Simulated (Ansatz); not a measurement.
## Fluorite CdF2

Level of theory: LC-ωPBE (PAW; Ansatz, a quantum-chemistry and plane-wave program).

Numerical settings: plane-wave cutoff 460 eV, 8×8×8 k mesh, Fermi–Dirac smearing 0.01 eV, scalar-relativistic PAW data made under PBE.

Cell: measured lattice: a = b = c = 5.3880 Å, α = β = γ = 90.00°.

For fluorite CdF2, the band gap is 10.85 eV (on the SCF k mesh) and the smallest direct gap on the k points sampled is 11.45 eV.

Measured, for comparison: band gap 7.8 eV (temperature not stated, no zero-point or thermal correction, indirect W–Γ; as tabulated in Cappellini et al. (2013), arXiv:1302.2571).

Note: cell and atoms aren't relaxed at this level (pressure 0.7 GPa).

Spin–orbit coupling is not included.

Static lattice: no zero-point or thermal effects.

Cost on a shared machine: roughly 3 core-minutes.
